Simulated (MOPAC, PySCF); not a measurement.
System: acetamide, C₂H₅NO, charge 0, multiplicity 1. SMILES: CC(N)=O
Coordinates optimised at B3LYP-D3(BJ)/def2-TZVP (Ansatz):
```xyz
9

O      0.4073     1.2798     0.2946
C      0.0816     0.1387     0.0326
N      0.9986    -0.8468    -0.1812
C     -1.3711    -0.2792    -0.0780
H      0.7349    -1.7900    -0.3981
H     -1.8457     0.3222    -0.8532
H     -1.5079    -1.3352    -0.3102
H     -1.8688    -0.0520     0.8647
H      1.9753    -0.6128    -0.1189
```
Charge 0, spin multiplicity 1.

Unscaled harmonic wavenumbers (cm⁻¹) in rising order, each level at the stationary point that it reaches from this structure (no distance between atoms moves by over 0.3 Å); the order of modes can differ between levels, and a negative number is imaginary. B3LYP-D3(BJ)/def2-TZVP (PySCF, at the structure above): 32, 198, 433, 525, 547, 672, 843, 987, 1058, 1122, 1345, 1400, 1474, 1490, 1623, 1767, 3051, 3123, 3123, 3585, 3720.

AM1 (MOPAC): 129, 441, 465, 532, 543, 680, 1042, 1074, 1088, 1185, 1378, 1386, 1444, 1562, 1707, 1997, 3056, 3071, 3155, 3529, 3561. Zero-point energy 47.2 against 45.9 kcal/mol; where all levels lie over 400 cm⁻¹, the wavenumbers are on average 1.035 times those of B3LYP-D3(BJ)/def2-TZVP.

PM3 (MOPAC): -260, 130, 426, 497, 521, 744, 941, 999, 1021, 1075, 1355, 1397, 1399, 1438, 1626, 1902, 3078, 3082, 3177, 3477, 3544. Zero-point energy 45.5 against 45.9 kcal/mol; where all levels lie over 400 cm⁻¹, the wavenumbers are on average 0.999 times those of B3LYP-D3(BJ)/def2-TZVP. This level finds the structure a saddle point. The zero-point energy leaves imaginary modes out.

PM7 (MOPAC): 102, 416, 449, 517, 555, 670, 986, 1037, 1077, 1177, 1263, 1277, 1384, 1451, 1663, 1834, 2660, 2677, 2779, 2815, 2842. Zero-point energy 42.4 against 45.9 kcal/mol; where all levels lie over 400 cm⁻¹, the wavenumbers are on average 0.964 times those of B3LYP-D3(BJ)/def2-TZVP.
